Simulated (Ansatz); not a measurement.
## Structure optimisation: oxygen, O2 molecule

Level of theory: DFT, LDA (PW92), plane waves (420 eV) with PAW, scalar-relativistic (Ansatz 0.2.0). (PAW data from PBE, frozen cores regenerated.)

k-point mesh 1×1×1, Fermi-Dirac smearing 0.01 eV, starting moments 1.00 ×2 μB. The box is fixed.

Starting structure:

```
O
1.0
    12.00000    0.00000    0.00000
     0.00000   12.30000    0.00000
     0.00000    0.00000   12.60000
O
2
Direct
  0.50000 0.50000 0.45159
  0.50000 0.50000 0.54841
```

Question: What is the relaxed bond length?

Answer: 1.200 Å (start 1.220 Å).

Question: Which magnetic state does it end in?

Answer: triplet; moments 0.55 ×2 μB.
